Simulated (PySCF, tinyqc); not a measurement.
Worked calculation: G0W0 on RHF in the sto-3g basis, for LiH, spin multiplicity 1. The lowest restricted solution is unstable here: a spin-polarised one lies 0.0152 hartree lower (PySCF). One step of it, computed by the program tinyqc.

Question. Iteration 1: building the Fock matrix. J_ij = sum D_kl (ij|kl), K_ij = sum D_kl (ik|jl); F = H + J - 0.5 K; E = tr D H + tr D J / 2 - 0.25 tr D K + E_nn.

D at the start, lower triangle:
```
            1Li 1s    1Li 2s   1Li 2px   1Li 2py   1Li 2pz     2H 1s
1Li 1s    2.057997
1Li 2s   -0.205132  0.683750
1Li 2px   0.000000  0.000000  0.000000
1Li 2py   0.000000  0.000000  0.000000  0.000000
1Li 2pz  -0.138531  0.610722  0.000000  0.000000  0.546494
2H 1s    -0.098417  0.469638  0.000000  0.000000  0.420429  0.323477
```

core Hamiltonian H = T + V (hartree), lower triangle:
```
            1Li 1s     1Li 2s    1Li 2px    1Li 2py    1Li 2pz      2H 1s
1Li 1s   -4.630894
1Li 2s   -1.038788  -1.323372
1Li 2px   0.000000   0.000000  -1.076589
1Li 2py   0.000000   0.000000   0.000000  -1.076589
1Li 2pz  -0.007441  -0.079948   0.000000   0.000000  -1.135278
2H 1s    -0.052731  -0.329731   0.000000   0.000000  -0.466476  -1.140945
```

Two-electron integrals (ij|kl) in chemists' order, unique and non-zero (hartree):
```
(11|11) 1.680395   (21|11) 0.265420   (21|21) 0.049941   (22|11) 0.397727
(22|21) 0.092860   (22|22) 0.290562   (31|31) 0.008981   (32|31) 0.013788
(32|32) 0.064184   (33|11) 0.396640   (33|21) 0.092880   (33|22) 0.290497
(33|33) 0.312946   (41|41) 0.008981   (42|41) 0.013788   (42|42) 0.064184
(43|43) 0.016869   (44|11) 0.396640   (44|21) 0.092880   (44|22) 0.290497
(44|33) 0.279207   (44|44) 0.312946   (51|51) 0.008981   (52|51) 0.013788
(52|52) 0.064184   (53|53) 0.016869   (54|54) 0.016869   (55|11) 0.396640
(55|21) 0.092880   (55|22) 0.290497   (55|33) 0.279207   (55|44) 0.279207
(55|55) 0.312946   (61|11) 0.012236   (61|21) 0.002342   (61|22) 0.004526
(61|33) 0.004466   (61|44) 0.004466   (61|51) 0.000327   (61|52) 0.000642
(61|55) 0.004649   (61|61) 0.000124   (62|11) 0.063427   (62|21) 0.015154
(62|22) 0.055141   (62|33) 0.051854   (62|44) 0.051854   (62|51) 0.002268
(62|52) 0.017524   (62|55) 0.061663   (62|61) 0.000881   (62|62) 0.022551
(63|31) 0.000780   (63|32) 0.004529   (63|53) 0.002200   (63|63) 0.001049
(64|41) 0.000780   (64|42) 0.004529   (64|54) 0.002200   (64|64) 0.001049
(65|11) 0.089742   (65|21) 0.021539   (65|22) 0.080067   (65|33) 0.074615
(65|44) 0.074615   (65|51) 0.003483   (65|52) 0.027158   (65|55) 0.090895
(65|61) 0.001274   (65|62) 0.034781   (65|65) 0.053873   (66|11) 0.224777
(66|21) 0.054190   (66|22) 0.216027   (66|33) 0.198773   (66|44) 0.198773
(66|51) 0.007416   (66|52) 0.075598   (66|55) 0.250353   (66|61) 0.003145
(66|62) 0.118591   (66|65) 0.186911   (66|66) 0.774606
```

nuclear repulsion = 0.67439747 hartree

Give: Coulomb J; exchange K; Fock matrix F; total energy of this density.

Answer.

Coulomb J (hartree), lower triangle:
```
         1Li 1s  1Li 2s  1Li 2px  1Li 2py  1Li 2pz   2H 1s
1Li 1s   4.0434
1Li 2s   0.6894  1.3260
1Li 2px  0.0000  0.0000   1.3043
1Li 2py  0.0000  0.0000   0.0000   1.3043
1Li 2pz  0.0217  0.1382   0.0000   0.0000   1.3622
2H 1s    0.0334  0.3051   0.0000   0.0000   0.4507  1.3337
```

exchange K (hartree), lower triangle:
```
         1Li 1s  1Li 2s  1Li 2px  1Li 2py  1Li 2pz   2H 1s
1Li 1s   3.3885
1Li 2s   0.5297  0.3693
1Li 2px  0.0000  0.0000   0.0722
1Li 2py  0.0000  0.0000   0.0000   0.0722
1Li 2pz  0.0143  0.2939   0.0000   0.0000   0.3464
2H 1s    0.0344  0.3012   0.0000   0.0000   0.3542  0.6054
```

Fock matrix F (hartree), lower triangle:
```
          1Li 1s   1Li 2s  1Li 2px  1Li 2py  1Li 2pz    2H 1s
1Li 1s   -2.2818
1Li 2s   -0.6142  -0.1821
1Li 2px   0.0000   0.0000   0.1916
1Li 2py   0.0000   0.0000   0.0000   0.1916
1Li 2pz   0.0071  -0.0887   0.0000   0.0000   0.0538
2H 1s    -0.0365  -0.1752   0.0000   0.0000  -0.1929  -0.1100
```

total energy of this density = -7.720688 hartree
